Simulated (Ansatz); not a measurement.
Take a crystal in which In has been replaced by Tl on all its sites, with the cell rescaled by a rough guess (in some cases also distorted within its space group) and nothing relaxed:

```yaml
crystal:
  lattice:
    - [3.68146, 0.00000, 0.00000]
    - [-1.84073, 3.18824, 0.00000]
    - [0.00000, 0.00000, 12.45754]
  atoms:
    - { symbol: Tl, position: [0.00000, 0.00000, 0.79937] }
    - { symbol: Ga, position: [0.66667, 0.33333, 0.21578] }
    - { symbol: Co, position: [0.33333, 0.66667, 0.48889] }
    - { symbol: S, position: [0.66667, 0.33333, 0.87257] }
    - { symbol: S, position: [0.00000, 0.00000, 0.12326] }
    - { symbol: S, position: [0.66667, 0.33333, 0.42073] }
    - { symbol: S, position: [0.00000, 0.00000, 0.57939] }
```

The calculation used Ansatz 0.2.0, DFT PBEsol, scalar-relativistic, plane waves, PAW.

Cutoff 420 eV; k points 12×12×4 on the computed 7-atom cell (Γ-centred); Gaussian smearing, width 0.10 eV; collinear spin from starting moments 0 0 0.73 0 0 0 0 μB.

Task: Will this cell want to expand or contract, and how hard?

Result: The pressure is 2.1 GPa (positive in compression), so the cell would expand.

Task: Is it a metal on this mesh?

Result: Yes, a band crosses the Fermi level.

Task: What is its energy against the elements in their standard states?

Result: -0.142 eV/atom at this unrelaxed geometry, with the elements in the same functional.

Task: What moments result?

Result: Tl1 0.02, Ga2 0.01, Co3 0.73, S4 0.04, S5 0.01, S6 0.00, S7 0.00 μB.

Spin-orbit coupling is left out, which matters for the bands of heavy elements. The cell holds one magnetic atom, so it can only be ferromagnetic; an antiferromagnetic order may lie lower. The cell holds layers, and where no dispersion correction was added their binding is poorly described.

Cost: 1 run of about 1.2 core-minutes, on Intel Xeon 6975P-C (Granite Rapids) (shared hosts).